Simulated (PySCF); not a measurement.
# C₃H₂S: excited-state relaxation, vibronic structure

What do calculations give for the excited-state relaxation, vibronic structure of C₃H₂S (`C#CC=S`)?

Programs: PySCF 2.14.0, with routines of our own; each step states its level. All values are computed. Atoms count from 0.

## Step 1: The system as given

6 atoms, charge 0, multiplicity 1; geometry from: GFN2-xTB.

## Step 2: Relaxing the molecule at B3LYP/6-31+G*

The job: settings as JSON, then the geometry in Å.

```
{"job": {"xc": "B3LYP", "basis": "6-31+G*", "grid": 1, "kind": "geom"}, "charge": 0, "multiplicity": 1}
C      1.542056    -0.199507    -0.060413
C      0.359889     0.031537    -0.006518
C     -1.016107     0.241430     0.049004
S     -2.110732    -0.956426    -0.088169
H      2.575011    -0.382396    -0.105471
H     -1.346995     1.267351     0.189992
```

Started as:

```console
OMP_NUM_THREADS=1 python excited_run.py task.json out
```

This one command runs all jobs of the session in turn.

Output:

```text
step   0  E = -513.61150085  max force = 0.014337
step   1  E = -513.61274299  max force = 0.003207
step   2  E = -513.61274845  max force = 0.000230
optimisation converged
```

Run time: 4.8 s. Hardware: 1 thread of Intel Xeon 6975P-C, shared host; peak memory 0.39 GiB.

Step by step:

```tsv
step	energy from step 0 (eV)	largest force component (eV/Å)
0	0.0000	0.7372
1	-0.0338	0.1649
2	-0.0339	0.0118
```

Close pairs (by a distance rule), those that changed most:

```tsv
bond	before (Å)	after (Å)	change (Å)
C1–C2	1.393	1.414	+0.021
C0–H4	1.050	1.068	+0.018
C2–S3	1.628	1.640	+0.011
C0–C1	1.206	1.215	+0.009
C2–H5	1.087	1.094	+0.007
```

The end geometry stands in the next job.

```tsv
at the end point	value
point group (found at 0.08 Å tolerance)	Cs
rotational constants (GHz, main isotopes)	43.184, 3.063, 2.860
dipole moment (D)	2.45
```

## Step 3: Excited-state relaxation: TDA B3LYP/6-31+G*

The job: settings as JSON, then the geometry in Å.

```
{"job": {"kind": "xopt", "state": "S1", "method": "TDA", "freq": true, "xc": "B3LYP", "basis": "6-31+G*", "grid": 1}, "charge": 0, "multiplicity": 1}
C      1.534861    -0.170162    -0.085016
C      0.331607    -0.005996    -0.039984
C     -1.061757     0.226575     0.018321
S     -2.217580    -0.930525    -0.099209
H      2.586678    -0.349516    -0.128878
H     -1.351384     1.272502     0.157241
```

Method: TDA B3LYP/6-31+G* excited-state geometry optimisation, gas phase.

Output:

```text
final grid: 26800 points
cycle   1  E = -513.5837605359  dE =  4.860e-01  |g| = 3.027e-01  |ddm| = 1.071e+01
cycle   2  E = -513.5441415894  dE =  3.962e-02  |g| = 4.794e-01  |ddm| = 6.359e+00
cycle   3  E = -513.6073355349  dE = -6.319e-02  |g| = 1.307e-01  |ddm| = 1.932e+00
cycle   4  E = -513.6123389868  dE = -5.003e-03  |g| = 3.610e-02  |ddm| = 5.686e-01
cycle   5  E = -513.6127058436  dE = -3.669e-04  |g| = 1.302e-02  |ddm| = 2.684e-01
cycle   6  E = -513.6127353658  dE = -2.952e-05  |g| = 6.327e-03  |ddm| = 2.840e-02
cycle   7  E = -513.6127480760  dE = -1.271e-05  |g| = 1.086e-03  |ddm| = 2.148e-02
cycle   8  E = -513.6127484513  dE = -3.753e-07  |g| = 1.164e-04  |ddm| = 6.142e-03
cycle   9  E = -513.6127484555  dE = -4.253e-09  |g| = 2.950e-05  |ddm| = 3.532e-03
cycle  10  E = -513.6127484558  dE = -2.765e-10  |g| = 5.004e-06  |ddm| = 5.666e-04
converged SCF energy = -513.6127484558

vertical S1 at the ground-state geometry: 1.9972 eV
step    E(state)/Eh    max force   excitation/eV  root
  0    -513.53650157   0.070278     2.0579      1
  1    -513.54003008   0.014387     1.7717      1
  2    -513.54262789   0.011662     1.7467      1
  3    -513.54387043   0.005144     1.7327      1
  4    -513.54395159   0.001752     1.7310      1
  5    -513.54399406   0.001573     1.7324      1
  6    -513.54402939   0.000992     1.7332      1
  7    -513.54405264   0.000541     1.7334      1
  8    -513.54406004   0.000507     1.7334      1
  9    -513.54406130   0.000392     1.7337      1
optimisation converged
vertical emission 1.7337 eV, adiabatic 1.8691 eV, Stokes shift 0.2635 eV, reorganisation 0.1281 (excited) and 0.1354 eV (ground)
zero-point change -0.0489 eV, 0-0 energy 1.8202 eV
frequencies of the excited state (cm-1): 163 349 443 480 603 646 784 1118 1304 2105 3162 3484
```

It took 2.8 min on 1 thread of Intel Xeon 6975P-C, shared host; peak memory 0.43 GiB.

From this job:

```tsv
quantity	value
vertical absorption, S1	2.00 eV
adiabatic energy, S1	1.87 eV
vertical emission, S1	1.73 eV
Stokes shift, S1	0.26 eV
geometry moved (RMSD), S1	0.045 Å
```

Bonds of the start that changed most:

```tsv
bond	start (Å)	end (Å)
C2–S3	1.640	1.722
C1–C2	1.414	1.379
C0–C1	1.215	1.226
C2–H5	1.094	1.089
C0–H4	1.068	1.067
```

## Step 4: Excited-state relaxation: UKS B3LYP/6-31+G*

The job: settings as JSON, then the geometry in Å.

```
{"job": {"kind": "xopt", "state": "T1", "method": "UKS", "freq": true, "xc": "B3LYP", "basis": "6-31+G*", "grid": 1}, "charge": 0, "multiplicity": 1}
C      1.534861    -0.170162    -0.085016
C      0.331607    -0.005996    -0.039984
C     -1.061757     0.226575     0.018321
S     -2.217580    -0.930525    -0.099209
H      2.586678    -0.349516    -0.128878
H     -1.351384     1.272502     0.157241
```

Level: UKS B3LYP/6-31+G* excited-state geometry optimisation, gas phase.

Output:

```text
final grid: 26800 points
cycle   1  E = -513.5837605359  dE =  4.860e-01  |g| = 3.027e-01  |ddm| = 1.071e+01
cycle   2  E = -513.5441415894  dE =  3.962e-02  |g| = 4.794e-01  |ddm| = 6.359e+00
cycle   3  E = -513.6073355349  dE = -6.319e-02  |g| = 1.307e-01  |ddm| = 1.932e+00
cycle   4  E = -513.6123389868  dE = -5.003e-03  |g| = 3.610e-02  |ddm| = 5.686e-01
cycle   5  E = -513.6127058436  dE = -3.669e-04  |g| = 1.302e-02  |ddm| = 2.684e-01
cycle   6  E = -513.6127353658  dE = -2.952e-05  |g| = 6.327e-03  |ddm| = 2.840e-02
cycle   7  E = -513.6127480760  dE = -1.271e-05  |g| = 1.086e-03  |ddm| = 2.148e-02
cycle   8  E = -513.6127484513  dE = -3.753e-07  |g| = 1.164e-04  |ddm| = 6.142e-03
cycle   9  E = -513.6127484555  dE = -4.253e-09  |g| = 2.950e-05  |ddm| = 3.532e-03
cycle  10  E = -513.6127484558  dE = -2.765e-10  |g| = 5.004e-06  |ddm| = 5.666e-04
converged SCF energy = -513.6127484558

vertical T1 at the ground-state geometry: 1.6264 eV
step    E(state)/Eh    max force   <S^2>
  0    -513.55007978   0.068585    2.0131
  1    -513.55442081   0.014666    2.0179
  2    -513.55710863   0.010545    2.0177
  3    -513.55826310   0.003752    2.0177
  4    -513.55832923   0.001542    2.0177
  5    -513.55836553   0.001263    2.0176
  6    -513.55839913   0.001436    2.0175
  7    -513.55841451   0.000656    2.0175
  8    -513.55842138   0.000628    2.0175
  9    -513.55842564   0.000471    2.0175
 10    -513.55842902   0.000424    2.0175
optimisation converged
vertical emission 1.3081 eV, adiabatic 1.4781 eV, Stokes shift 0.3183 eV, reorganisation 0.1483 (excited) and 0.1700 eV (ground)
zero-point change -0.0639 eV, 0-0 energy 1.4142 eV
frequencies of the excited state (cm-1): 155 361 413 465 512 649 765 1097 1270 2055 3176 3481
```

Wall time 99 s (1 thread of Intel Xeon 6975P-C, shared host); peak memory 0.43 GiB.

Key values:

```tsv
quantity	value
vertical gap at the ground-state geometry, T1	1.63 eV
adiabatic energy, T1	1.48 eV
vertical gap at the relaxed geometry, T1	1.31 eV
difference of the two gaps, T1	0.32 eV
geometry moved (RMSD), T1	0.067 Å
```

Bonds of the start that changed most:

```tsv
bond	start (Å)	end (Å)
C2–S3	1.640	1.734
C1–C2	1.414	1.381
C0–C1	1.215	1.227
C2–H5	1.094	1.088
C0–H4	1.068	1.067
```

## Step 5: Excited-state relaxation: TDA B3LYP/6-31+G*

The job: settings as JSON, then the geometry in Å.

```
{"job": {"kind": "xopt", "state": "T1", "method": "TDA", "xc": "B3LYP", "basis": "6-31+G*", "grid": 1}, "charge": 0, "multiplicity": 1}
C      1.534861    -0.170162    -0.085016
C      0.331607    -0.005996    -0.039984
C     -1.061757     0.226575     0.018321
S     -2.217580    -0.930525    -0.099209
H      2.586678    -0.349516    -0.128878
H     -1.351384     1.272502     0.157241
```

Method: TDA B3LYP/6-31+G* excited-state geometry optimisation, gas phase.

Output:

```text
final grid: 26800 points
cycle   1  E = -513.5837605359  dE =  4.860e-01  |g| = 3.027e-01  |ddm| = 1.071e+01
cycle   2  E = -513.5441415894  dE =  3.962e-02  |g| = 4.794e-01  |ddm| = 6.359e+00
cycle   3  E = -513.6073355349  dE = -6.319e-02  |g| = 1.307e-01  |ddm| = 1.932e+00
cycle   4  E = -513.6123389868  dE = -5.003e-03  |g| = 3.610e-02  |ddm| = 5.686e-01
cycle   5  E = -513.6127058436  dE = -3.669e-04  |g| = 1.302e-02  |ddm| = 2.684e-01
cycle   6  E = -513.6127353658  dE = -2.952e-05  |g| = 6.327e-03  |ddm| = 2.840e-02
cycle   7  E = -513.6127480760  dE = -1.271e-05  |g| = 1.086e-03  |ddm| = 2.148e-02
cycle   8  E = -513.6127484513  dE = -3.753e-07  |g| = 1.164e-04  |ddm| = 6.142e-03
cycle   9  E = -513.6127484555  dE = -4.253e-09  |g| = 2.950e-05  |ddm| = 3.532e-03
cycle  10  E = -513.6127484558  dE = -2.765e-10  |g| = 5.004e-06  |ddm| = 5.666e-04
converged SCF energy = -513.6127484558

vertical T1 at the ground-state geometry: 1.4940 eV
step    E(state)/Eh    max force   excitation/eV  root
  0    -513.55511127   0.067768     1.5515      1
  1    -513.55736571   0.016991     1.2695      1
  2    -513.56005557   0.013537     1.2571      1
  3    -513.56183082   0.004086     1.2480      1
  4    -513.56199124   0.002038     1.2484      1
  5    -513.56206882   0.001530     1.2490      1
  6    -513.56214665   0.000987     1.2493      1
  7    -513.56217227   0.000635     1.2499      1
  8    -513.56218423   0.000690     1.2505      1
  9    -513.56218946   0.000677     1.2513      1
 10    -513.56219458   0.000432     1.2521      1
optimisation converged
vertical emission 1.2521 eV, adiabatic 1.3756 eV, Stokes shift 0.2419 eV, reorganisation 0.1184 (excited) and 0.1235 eV (ground)
```

It took 36 s on 1 thread of Intel Xeon 6975P-C, shared host; peak memory 0.45 GiB.

From this job:

```tsv
quantity	value
vertical gap at the ground-state geometry, T1	1.49 eV
adiabatic energy, T1	1.38 eV
vertical gap at the relaxed geometry, T1	1.25 eV
difference of the two gaps, T1	0.24 eV
geometry moved (RMSD), T1	0.043 Å
```

Bonds of the start that changed most:

```tsv
bond	start (Å)	end (Å)
C2–S3	1.640	1.718
C1–C2	1.414	1.382
C0–C1	1.215	1.225
C2–H5	1.094	1.088
C0–H4	1.068	1.067
```

## Step 6: Vibronic structure: TDA B3LYP/6-31+G*

The job: settings as JSON, then the geometry in Å.

```
{"job": {"kind": "vib", "tda": true, "freq": true, "xc": "B3LYP", "basis": "6-31+G*", "grid": 1}, "charge": 0, "multiplicity": 1}
C      1.534861    -0.170162    -0.085016
C      0.331607    -0.005996    -0.039984
C     -1.061757     0.226575     0.018321
S     -2.217580    -0.930525    -0.099209
H      2.586678    -0.349516    -0.128878
H     -1.351384     1.272502     0.157241
```

Level: TDA B3LYP/6-31+G* vertical-gradient vibronic structure (displaced harmonic oscillators, Condon), gas phase.

Output:

```text
final grid: 26800 points
cycle   1  E = -513.5837605359  dE =  4.860e-01  |g| = 3.027e-01  |ddm| = 1.071e+01
cycle   2  E = -513.5441415894  dE =  3.962e-02  |g| = 4.794e-01  |ddm| = 6.359e+00
cycle   3  E = -513.6073355349  dE = -6.319e-02  |g| = 1.307e-01  |ddm| = 1.932e+00
cycle   4  E = -513.6123389868  dE = -5.003e-03  |g| = 3.610e-02  |ddm| = 5.686e-01
cycle   5  E = -513.6127058436  dE = -3.669e-04  |g| = 1.302e-02  |ddm| = 2.684e-01
cycle   6  E = -513.6127353658  dE = -2.952e-05  |g| = 6.327e-03  |ddm| = 2.840e-02
cycle   7  E = -513.6127480760  dE = -1.271e-05  |g| = 1.086e-03  |ddm| = 2.148e-02
cycle   8  E = -513.6127484513  dE = -3.753e-07  |g| = 1.164e-04  |ddm| = 6.142e-03
cycle   9  E = -513.6127484555  dE = -4.253e-09  |g| = 2.950e-05  |ddm| = 3.532e-03
cycle  10  E = -513.6127484558  dE = -2.765e-10  |g| = 5.004e-06  |ddm| = 5.666e-04
converged SCF energy = -513.6127484558

Singlet excitations (eV, f): 1.997 (0.0000)  3.773 (0.0004)  4.855 (0.2947)  5.586 (0.1407)  5.939 (0.0032)  6.368 (0.0017)

State S1  1.9971 eV  f = 0.00000  H->L 1.00
  relaxed dipole 0.595 D, largest gradient of the excitation energy 0.0581 Eh/bohr
  mode    cm-1        S   lambda/meV  Raman
    9   1368.9    0.2834      48.1   1.000
    8   1131.1    0.3179      44.6   0.766
   10   2183.8    0.0398      10.8   0.358
    7    916.2    0.0904      10.3   0.143
    3    517.9    0.0853       5.5   0.043
    1    201.3    0.0724       1.8   0.006
  reorganisation energy 0.1218 eV, total S 0.893, 0-0 1.8754 eV
  absorption maximum 1.875 eV, width 0.042 eV

State S3  4.8547 eV  f = 0.29468  H-1->L 0.72, H->L+1 0.10
  relaxed dipole 2.856 D, largest gradient of the excitation energy 0.0840 Eh/bohr
  mode    cm-1        S   lambda/meV  Raman
   10   2183.8    0.2816      76.2   1.000
    7    916.2    0.6423      73.0   0.402
    1    201.3    2.4567      61.3   0.074
    9   1368.9    0.0433       7.3   0.060
    8   1131.1    0.0434       6.1   0.041
    4    616.3    0.0562       4.3   0.016
   12   3482.0    0.0074       3.2   0.067
    3    517.9    0.0055       0.4   0.001
  reorganisation energy 0.2320 eV, total S 3.537, 0-0 4.6227 eV
  absorption maximum 4.705 eV, width 0.370 eV

State S4  5.5863 eV  f = 0.14073  H->L+1 0.87
  relaxed dipole 1.747 D, largest gradient of the excitation energy 0.1043 Eh/bohr
  mode    cm-1        S   lambda/meV  Raman
    1    201.3    8.0690     201.4   0.182
    9   1368.9    0.6288     106.7   0.655
   10   2183.8    0.3772     102.1   1.000
   11   3109.3    0.0319      12.3   0.172
    4    616.3    0.1104       8.4   0.023
   12   3482.0    0.0083       3.6   0.056
    7    916.2    0.0160       1.8   0.007
    3    517.9    0.0168       1.1   0.003
  reorganisation energy 0.4378 eV, total S 9.261, 0-0 5.1485 eV

State T1  1.4940 eV  f = 0.00000  H->L 0.99
  relaxed dipole 0.417 D, largest gradient of the excitation energy 0.0554 Eh/bohr
  mode    cm-1        S   lambda/meV  Raman
    9   1368.9    0.3051      51.8   1.000
    8   1131.1    0.2573      36.1   0.576
    7    916.2    0.0890      10.1   0.131
   10   2183.8    0.0317       8.6   0.264
    3    517.9    0.0688       4.4   0.032
    1    201.3    0.0706       1.8   0.005
  reorganisation energy 0.1138 eV, total S 0.827, 0-0 1.3802 eV
  absorption maximum 1.380 eV, width 0.042 eV
```

It took 6.1 s on 1 thread of Intel Xeon 6975P-C, shared host; peak memory 0.47 GiB.

## Step 7: What came out

| quantity | value |
| --- | --- |
| point group | Cs |
| rotational constants (main isotopes) | 43.18, 3.06, 2.86 GHz |
| vertical absorption, S1 (step 3, TDA B3LYP/6-31+G*) | 2.00 eV |
| adiabatic energy, S1 (step 3, TDA B3LYP/6-31+G*) | 1.87 eV |
| vertical emission, S1 (step 3, TDA B3LYP/6-31+G*) | 1.73 eV |
| Stokes shift, S1 (step 3, TDA B3LYP/6-31+G*) | 0.26 eV |
| vertical gap at the ground-state geometry, T1 (step 4, UKS B3LYP/6-31+G*) | 1.63 eV |
| adiabatic energy, T1 (step 4, UKS B3LYP/6-31+G*) | 1.48 eV |
| vertical gap at the relaxed geometry, T1 (step 4, UKS B3LYP/6-31+G*) | 1.31 eV |
| difference of the two gaps, T1 (step 4, UKS B3LYP/6-31+G*) | 0.32 eV |
| vertical gap at the ground-state geometry, T1 (step 5, TDA B3LYP/6-31+G*) | 1.49 eV |
| adiabatic energy, T1 (step 5, TDA B3LYP/6-31+G*) | 1.38 eV |
| vertical gap at the relaxed geometry, T1 (step 5, TDA B3LYP/6-31+G*) | 1.25 eV |
| difference of the two gaps, T1 (step 5, TDA B3LYP/6-31+G*) | 0.24 eV |
| S1: vertical, reorganisation, 0-0, total S (step 6, TDA B3LYP/6-31+G*, modes from B3LYP/6-31+G*) | 2.00, 0.12, 1.88 eV; 0.9 |
| S3: vertical, reorganisation, 0-0, total S (step 6, TDA B3LYP/6-31+G*, modes from B3LYP/6-31+G*) | 4.85, 0.23, 4.62 eV; 3.5 |
| S4: vertical, reorganisation, 0-0, total S (step 6, TDA B3LYP/6-31+G*, modes from B3LYP/6-31+G*) | 5.59, 0.44, 5.15 eV; 9.3 |

What this shows: The optimisation took 2 steps and gained 0.034 eV; among the close pairs (by a distance rule), C1–C2 changed most, from 1.393 to 1.414 Å. In step 3 (excited-state relaxation), among the bonds C2–S3 changes most, from 1.640 to 1.722 Å. In step 4 (excited-state relaxation), among the bonds C2–S3 changes most, from 1.640 to 1.734 Å. Where no frequencies were run, the relaxed excited state may be a saddle. In step 5 (excited-state relaxation), among the bonds C2–S3 changes most, from 1.640 to 1.718 Å. In step 6 the harmonic model is doubtful. The vibronic model keeps the ground-state modes and shifts them along the gradient alone, so it can miss much of the relaxation that a full optimisation finds. ΔSCF (UKS) and response values aren't on one footing and may follow different states, so their differences aren't method errors alone, and singlets and triplets from the two don't rank.
